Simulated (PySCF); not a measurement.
# Vertical excitation energies

Compound: C5H6S.
Bonds: C1–C2, C2–C3 (aromatic), C3–C4 (aromatic), C4–S5 (aromatic), S5–C6 (aromatic), C2–C6 (aromatic). Hydrogens: H7, H8, H9 on C1; H10 on C3; H11 on C4; H12 on C6.

Computed with TDDFT PBE0/def2-SVPD, vertical, gas phase, core orbitals frozen in the response in PySCF 2.14.0, density-fitted response routines. Geometry: GFN2-xTB; no solvent, vibrations or thermal averaging.

| state | λ (nm) | E (eV) | f | symmetry | main configurations (H = HOMO, L = LUMO) |
| --- | --- | --- | --- | --- | --- |
| S1 | 216.2 | 5.73 | 0.076 | A′ | H→L (77%), H-1→L (13%) |
| S2 | 207.4 | 5.98 | 0.0015 | – | H→L+1 (92%) |
| S3 | 206.9 | 5.99 | 0.079 | A′ | H-1→L (71%), H→L (18%), H→L+4 (8%) |
| S4 | 199.3 | 6.22 | 0.0013 | – | H-1→L+1 (87%) |
| S5 | 190.8 | 6.50 | 0.0066 | A″ | H→L+2 (94%) |
| S6 | 181.6 | 6.83 | 0.0027 | A″ | H-1→L+2 (90%) |
| S7 | 180.0 | 6.89 | 0.0014 | – | H→L+3 (97%) |
| S8 | 172.3 | 7.20 | 0.0078 | A″ | H-1→L+3 (93%) |

Triplets, Tamm–Dancoff:

| state | E (eV) | λ (nm) | main configurations (H = HOMO, L = LUMO) |
| --- | --- | --- | --- |
| T1 | 3.85 | 322.0 | H→L (85%), H-1→L (10%) |
| T2 | 4.53 | 273.8 | H-1→L (86%), H→L (10%) |
| T3 | 5.70 | 217.5 | H→L+1 (82%) |

The lowest singlet lies at 5.73 eV (216 nm, ultraviolet) and is of moderate strength; its leading configuration is HOMO→LUMO (77%). The most intense listed level is S3 at 5.99 eV (207 nm, f = 0.079), 0.26 eV above S1. Löwdin shares by element: HOMO carbon 71% or more, sulfur 11% (atoms not listed hold the other 18%); LUMO carbon 56% or more, sulfur 22% (atoms not listed hold the other 21%). Of the 8 states listed, 2 reach f = 0.01 and none stays under 0.0005. The listed states span 1.46 eV, and the widest gap between neighbours is 0.33 eV (S5 to S6). The oscillator strengths of these states sum to 0.177; summed over the whole spectrum of an exact calculation they would give the number of electrons, 52 (Thomas–Reiche–Kuhn). Symmetry labels in Cs follow from the direction of the transition dipole and are given only for states with f of 0.002 or more. Singlets were solved by full linear response, triplets in the Tamm–Dancoff approximation.
